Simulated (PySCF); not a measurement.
**Sulfur: a sound run and one with changed settings**

Sound run: S [Ne] 3s2 3p4, S⁺ [Ne] 3s2 3p3. Computed with PySCF 2.14 in x2c-SVPall (4s3p1d, 18 functions), with scalar relativity by spin-free X2C-1e. In the sound run the correlated levels freeze [Ne]. The sound run starts from symmetry-adapted Hartree-Fock orbitals and uses a fine grid where one is needed.

Changed run: initial guess sap, at most 50 SCF cycles.

```json
{"species": "S", "method": "UHF", "sound run (hartree)": "-398.43483", "changed run (hartree)": "-398.43483", "converged": "yes"}
{"species": "S", "method": "r2SCAN", "sound run (hartree)": "-399.02428", "changed run (hartree)": "-399.02428", "converged": "yes"}
{"species": "S", "method": "CCSD(T)", "sound run (hartree)": "-398.53640", "changed run (hartree)": "-398.53640", "converged": "yes"}
{"species": "S⁺", "method": "LDA", "sound run (hartree)": "-397.26633", "changed run (hartree)": "-397.26633", "converged": "yes"}
{"species": "S⁺", "method": "MP2", "sound run (hartree)": "-398.16608", "changed run (hartree)": "-398.16608", "converged": "yes"}
```

Here the plain start reaches the same solutions.
